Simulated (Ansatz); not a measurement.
Reaction (SMILES): N (NH3) → [NH2] (NH2) + H atom
B3LYP-D3(BJ)/def2-TZVP geometries, fixed; electronic energies without zero-point terms.

The bond dissociation energy at MP2 with Ansatz (a program for electronic structure), in kcal/mol, split into its Hartree-Fock and correlation parts. Cores are frozen. Open shells are unrestricted. No added dispersion term, no relativity. Functions are those of the species that has most.

```csv
basis,X,functions,Hartree-Fock,MP2
aug-cc-pVDZ,2,50,82.25,111.06
aug-cc-pVTZ,3,115,83.21,115.53
aug-cc-pVQZ,4,218,83.32,116.87
```

Worked estimate of the basis-set limit from each neighbouring pair, with Hartree-Fock from the larger set and the correlation part extrapolated as X^-3.
Correlation parts: X = 2: 28.81, X = 3: 32.32, X = 4: 33.55.
- (2,3): (27·(32.32) - 8·(28.81))/19 = 33.80; with Hartree-Fock 83.21 the estimate is 117.01 kcal/mol.
- (3,4): (64·(33.55) - 27·(32.32))/37 = 34.45; with Hartree-Fock 83.32 the estimate is 117.77 kcal/mol.
The last two estimates differ by 0.76 kcal/mol; the largest set lies 0.90 from the last. Over the last step Hartree-Fock moves by 0.11 and the correlation part by 1.23.
